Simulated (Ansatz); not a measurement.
A nudged elastic band was laid between two geometries of BFH2 + Cl (5 atoms, charge 0, multiplicity 2).

These are results of UKS PBE0-D4/cc-pVDZ in Ansatz 0.2.0, not measurements.

* movable images: 7
* climbing image: yes
* spring: 5.0 eV/Å²
* optimiser: quadratic models (default)
* start path: through a guess of the saddle point
* force threshold: 0.05 eV/Å
* iteration limit: 60
* end points: relaxed

First end point:

```xyz
5
Properties=species:S:1:pos:R:3
B -0.106 0.000 -0.024
F -0.697 0.077 1.173
H 1.092 -0.127 -0.049
H -0.828 0.065 -0.989
Cl 0.540 -0.016 3.638
```

Last end point:

```xyz
5
Properties=species:S:1:pos:R:3
B -0.012 -0.010 -0.143
F 0.006 0.009 1.191
H 1.048 -0.132 -0.709
H -1.086 0.092 -0.685
Cl 0.044 0.040 4.095
```

What changes between the two ends?

No bond is made or broken.

What energy profile does the band end with?

The run converged. The highest image is number 8 of 0 to 8, 0.5 kcal/mol above the first end and 0.0 kcal/mol above the last; the last end lies 0.5 kcal/mol above the first. The highest image is an end point: on this band no image between the ends rises above it. A vibrational analysis next to that end finds imaginary modes (45i cm⁻¹), so it isn't a minimum.

```json
{"image": "0", "path coordinate (Å)": "0.00", "energy (kcal/mol)": "0.0"}
{"image": "1", "path coordinate (Å)": "0.17", "energy (kcal/mol)": "0.0"}
{"image": "2", "path coordinate (Å)": "0.33", "energy (kcal/mol)": "0.1"}
{"image": "3", "path coordinate (Å)": "0.50", "energy (kcal/mol)": "0.2"}
{"image": "4", "path coordinate (Å)": "0.67", "energy (kcal/mol)": "0.3"}
{"image": "5", "path coordinate (Å)": "0.84", "energy (kcal/mol)": "0.4"}
{"image": "6", "path coordinate (Å)": "1.00", "energy (kcal/mol)": "0.4"}
{"image": "7", "path coordinate (Å)": "1.17", "energy (kcal/mol)": "0.5"}
{"image": "8", "path coordinate (Å)": "1.32", "energy (kcal/mol)": "0.5"}
```

The band took 16 iterations and roughly 5 core-minutes.

Time of the run: 2.6 min on 2 threads of INTEL(R) XEON(R) PLATINUM 8581C CPU @ 2.10GHz (Emerald Rapids), with other jobs on the host, peak memory 0.16 GiB.
